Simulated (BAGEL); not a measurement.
**CH4BO (SMILES [BH]OC): UHF/def2-TZVP (density fitting with qzvpp-jkfit)**

What is the energy change on altering one bond length of CH4BO at UHF/def2-TZVP (density fitting with qzvpp-jkfit)? 

Program for the calculation: BAGEL 1.2.2.

### 1 The structure to begin with

CH4BO: 7 atoms, total charge 0, spin state doublet. As SMILES, `[BH]OC`. The shape is that of a PBE0-D4/def2-TZVP optimisation. This is one conformer, not always the lowest.

Bond lengths: B1–O2 1.320 Å, O2–C3 1.426 Å, B1–H4 1.207 Å, C3–H5 1.093 Å, C3–H6 1.090 Å, C3–H7 1.090 Å. Angles: B1–O2–C3 124.1°, O2–B1–H4 124.7°, O2–C3–H5 110.9°, O2–C3–H6 108.4°, O2–C3–H7 108.4°, H5–C3–H6 109.9°, H5–C3–H7 109.9°, H6–C3–H7 109.2°.

### 2 A single-point energy at UHF/def2-TZVP (density fitting with qzvpp-jkfit)

Contents of calc.json:

```json
{ "bagel": [

{
  "title": "molecule",
  "basis": "def2-tzvp.json",
  "df_basis": "qzvpp-jkfit",
  "angstrom": "true",
  "geometry": [
    { "atom": "B", "xyz": [   -1.319600,   -1.025700,   -0.172900 ] },
    { "atom": "O", "xyz": [   -0.272400,   -0.707100,    0.564500 ] },
    { "atom": "C", "xyz": [    0.642200,    0.338600,    0.243900 ] },
    { "atom": "H", "xyz": [   -1.628500,   -0.474200,   -1.201600 ] },
    { "atom": "H", "xyz": [    0.357800,    0.834000,   -0.687600 ] },
    { "atom": "H", "xyz": [    0.643000,    1.059300,    1.062300 ] },
    { "atom": "H", "xyz": [    1.638900,   -0.092800,    0.145600 ] }
  ]
},
{ "title": "uhf", "nopen": 1 },
{ "title": "print", "file": "orbitals.molden", "orbitals": "true" }

]}
```

The basis set def2-TZVP is read from a file made from the Basis Set Exchange's data (not shown).

Launch:

```sh
$ BAGEL_NUM_THREADS=1 BAGEL calc.json > calc.out
```

Log:

```text
* using 1 threads per process

  ===============================================================
  ===============================================================

  *** Geometry ***

  { "atom" : "B", "xyz" : [     -2.493683,     -1.938292,     -0.326734 ] },
  { "atom" : "O", "xyz" : [     -0.514761,     -1.336225,      1.066750 ] },
  { "atom" : "C", "xyz" : [      1.213582,      0.639861,      0.460904 ] },
  { "atom" : "H", "xyz" : [     -3.077419,     -0.896108,     -2.270695 ] },
  { "atom" : "H", "xyz" : [      0.676144,      1.576032,     -1.299376 ] },
  { "atom" : "H", "xyz" : [      1.215094,      2.001787,      2.007456 ] },
  { "atom" : "H", "xyz" : [      3.097072,     -0.175367,      0.275144 ] },

  Number of auxiliary basis functions:      299

  Since a DF basis is specified, we compute 2- and 3-index integrals:
    o Being stored without compression. Storage requirement is 0.033 GB

  Number of basis functions:      117
  Number of electrons      :       23

    * METHOD: MOLECULE                             0.09

  *** Open-shell HF ***

  === Nuclear Repulsion ===
    64.6361821109

      * DIIS with orbital gradients will be used.

  === UHF iteration (def2-tzvp.json) ===
      0       -139.47816721          0.04632576           0.04
      1       -139.63147511          0.03787967           0.04
      2       -139.70349638          0.02568325           0.05
      3       -139.76264707          0.00209851           0.05
      4       -139.76423025          0.00097818           0.05
      5       -139.76458485          0.00029795           0.05
      6       -139.76468838          0.00009825           0.04
      7       -139.76471018          0.00002864           0.05
      8       -139.76471331          0.00001036           0.05
      9       -139.76471388          0.00000528           0.04
     10       -139.76471405          0.00000199           0.05
     11       -139.76471410          0.00000091           0.05
     12       -139.76471412          0.00000034           0.05
     13       -139.76471412          0.00000015           0.05
     14       -139.76471412          0.00000008           0.05
     15       -139.76471412          0.00000004           0.04
     16       -139.76471412          0.00000003           0.04
     17       -139.76471412          0.00000001           0.04
     18       -139.76471412          0.00000000           0.04
    * SCF iteration converged.

    * S^2 (UHF) is 0.7544

    * Permanent dipole moment:
           (   -0.558476,    -0.668902,     0.233929) a.u.

    * METHOD: UHF                                  0.93

    * METHOD: PRINT                                0.02

  ===============================================================
```

Run time: 1.2 s. Hardware: 1 thread of AMD EPYC 9R45 (Zen 5), shared host; peak memory 0.098 GiB.

### 3 The distorted shape

Contents of hf.json:

```json
{ "bagel": [

{
  "title": "molecule",
  "basis": "def2-tzvp.json",
  "df_basis": "qzvpp-jkfit",
  "angstrom": true,
  "geometry": [
    { "atom": "B", "xyz": [      -1.469133,      -0.960978,      -0.158152 ] },
    { "atom": "O", "xyz": [      -0.421933,      -0.642378,       0.579248 ] },
    { "atom": "C", "xyz": [       0.492667,       0.403322,       0.258648 ] },
    { "atom": "H", "xyz": [      -1.778033,      -0.409478,      -1.186852 ] },
    { "atom": "H", "xyz": [       0.208267,       0.898722,      -0.672852 ] },
    { "atom": "H", "xyz": [       0.493467,       1.124022,       1.077048 ] },
    { "atom": "H", "xyz": [       1.638900,      -0.092800,       0.145600 ] }
  ]
},

{ "title": "uhf", "nopen": 1 },

{ "title": "print", "file": "orbitals.molden", "orbitals": true }

]}
```

The basis set def2-TZVP is read from a file made from the Basis Set Exchange's data (not shown).

Launch:

```sh
$ BAGEL_NUM_THREADS=1 BAGEL hf.json > hf.out
```

Log:

```text
* using 1 threads per process

  ===============================================================
  ===============================================================

  *** Geometry ***

  { "atom" : "B", "xyz" : [     -2.776259,     -1.815985,     -0.298864 ] },
  { "atom" : "O", "xyz" : [     -0.797338,     -1.213918,      1.094620 ] },
  { "atom" : "C", "xyz" : [      0.931006,      0.762168,      0.488774 ] },
  { "atom" : "H", "xyz" : [     -3.359995,     -0.773801,     -2.242825 ] },
  { "atom" : "H", "xyz" : [      0.393568,      1.698338,     -1.271506 ] },
  { "atom" : "H", "xyz" : [      0.932517,      2.124094,      2.035326 ] },
  { "atom" : "H", "xyz" : [      3.097072,     -0.175367,      0.275144 ] },

  Number of auxiliary basis functions:      299

  Since a DF basis is specified, we compute 2- and 3-index integrals:
    o Being stored without compression. Storage requirement is 0.033 GB

  Number of basis functions:      117
  Number of electrons      :       23

    * METHOD: MOLECULE                             0.09

  *** Open-shell HF ***

  === Nuclear Repulsion ===
    64.0578178906

      * DIIS with orbital gradients will be used.

  === UHF iteration (def2-tzvp.json) ===
      0       -139.47427829          0.04546445           0.04
      1       -139.62093324          0.03716990           0.05
      2       -139.68978057          0.02540001           0.04
      3       -139.74805059          0.00200721           0.04
      4       -139.74956373          0.00093744           0.04
      5       -139.74987521          0.00029262           0.04
      6       -139.74997306          0.00009587           0.04
      7       -139.74999352          0.00002816           0.04
      8       -139.74999651          0.00001028           0.04
      9       -139.74999707          0.00000517           0.05
     10       -139.74999724          0.00000194           0.05
     11       -139.74999728          0.00000090           0.05
     12       -139.74999730          0.00000035           0.04
     13       -139.74999730          0.00000015           0.05
     14       -139.74999730          0.00000008           0.05
     15       -139.74999730          0.00000004           0.04
     16       -139.74999730          0.00000003           0.05
     17       -139.74999730          0.00000001           0.05
     18       -139.74999730          0.00000001           0.05
    * SCF iteration converged.

    * S^2 (UHF) is 0.7544

    * Permanent dipole moment:
           (   -0.491026,    -0.674070,     0.230832) a.u.

    * METHOD: UHF                                  0.93

    * METHOD: PRINT                                0.02

  ===============================================================
```

It took 1.2 s on 1 thread of AMD EPYC 9R45 (Zen 5), shared host; peak memory 0.096 GiB.

### 4 What came out

At UHF/def2-TZVP (density fitting with qzvpp-jkfit):

| quantity | value |
| --- | --- |
| first shape: total energy | -139.76471 Eh |
| first shape: dipole moment | 2.29 D |
| first shape: ⟨S²⟩ | 0.754 |
| distorted shape: total energy | -139.75000 Eh |
| distorted shape: dipole moment | 2.20 D |
| distorted shape: ⟨S²⟩ | 0.754 |
| energy change with the C3–H7 bond stretched from 1.090 to 1.254 Å | 0.400 eV |

With the C3–H7 bond stretched from 1.090 to 1.254 Å the energy rises by 0.40 eV (9.2 kcal/mol). The first shape isn't relaxed at this level, so the change isn't measured from a minimum.
